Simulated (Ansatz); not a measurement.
Mulliken charges of C₂H₂F₂O (`F[C@@H]1O[C@@H]1F`) from r2SCAN/def2-TZVPP in Ansatz (PBE0-D4/def2-TZVP geometry).

```tsv
atom	x (Å)	y (Å)	z (Å)	charge (e)
F1	-1.664	0.244	0.559	-0.190
C2	-0.422	-0.262	0.552	0.262
O3	-0.074	-0.991	-0.586	-0.284
C4	0.527	0.257	-0.416	0.262
F5	0.116	1.217	-1.257	-0.190
H6	-0.164	-0.696	1.514	0.070
H7	1.606	0.271	-0.292	0.070
```

**Question.** By hand: the dipole of these point charges (1 e Å = 4.8032 D).

**Answer.** Σ q r = (0.444, -0.027, 0.420) e Å, of length 0.612 e Å = 2.94 D.

**Question.** How does the dipole of the full density compare? (An estimate is asked.)

**Answer.** The calculation gave: (0.404, -0.058, 0.365) e Å, 2.63 D; the point charges give 1.12 times that, at 4° from its direction.

Point charges leave out the atoms' own dipoles, such as those of lone pairs, and Mulliken's split depends on the basis, so the close match here is no proof of good charges.
